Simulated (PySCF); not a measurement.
**C5H5N: core ionisation energies**

Compound: C5H5N.
Cartesian coordinates in Å at the GFN2-xTB level; atoms count from 1:
```
atom  x, y, z in Å
C1     2.210   -0.776    0.341
C2     1.202   -0.188    0.078
C3    -0.042    0.508   -0.217
C4    -1.163   -0.481   -0.569
C5    -0.413    1.294    0.944
N6    -0.710    1.904    1.862
H7     3.100   -1.288    0.555
H8     0.125    1.200   -1.055
H9    -1.343   -1.159    0.263
H10   -2.084    0.056   -0.790
H11   -0.875   -1.067   -1.439
```

The calculation used PySCF, delta-SCF UKS SCAN, pcX-2 on the ionised atom, pcseg-1 elsewhere, spin-free X2C. These are vertical core ionisation energies against the vacuum level, from separate self-consistent calculations with and without the core hole.

Give the core binding energies atom by atom.

| atom(s) | environment | level | binding energy (eV) | above the level's lowest (eV) | count |
| --- | --- | --- | --- | --- | --- |
| N6 | nitrile nitrogen | N 1s | 405.16 | 0.00 | 1 |
| C3 | sp3 carbon next to a nitrile | C 1s | 293.22 | +2.42 | 1 |
| C5 | nitrile carbon | C 1s | 292.35 | +1.55 | 1 |
| C4 | methyl carbon | C 1s | 291.50 | +0.70 | 1 |
| C2 | alkyne carbon | C 1s | 291.26 | +0.46 | 1 |
| C1 | terminal alkyne carbon | C 1s | 290.80 | 0.00 | 1 |

The listed C 1s values span 2.42 eV, from C1 (bonded to C (triple bond) and H) to C3 (bonded to 3 C and H). Summing the Pauling electronegativity differences to the bonded atoms, each weighted by its formal bond order, gives -0.35 for the lowest site and -0.35 for the highest; the largest sum, +1.47, belongs to C5, 0.87 eV below the top. The smallest sum, -1.05, belongs to C4, 0.70 eV above the lowest.

Which effective nuclear charge Zeff reproduces each element's mean 1s value in the hydrogen-like formula E = 13.606 eV × Zeff²?

C (Z = 6): mean 291.8 eV, Zeff = 4.63, Z − Zeff = 1.37; N (Z = 7): mean 405.2 eV, Zeff = 5.46, Z − Zeff = 1.54. Means run over the listed sites, weighted by atom count.

Spin contamination (⟨S²⟩ against 0.75 for a pure doublet) is marked for C 1s of C2 (0.85), which makes this value less certain. Geometry: GFN2-xTB; no solvent, vibrations or thermal averaging.
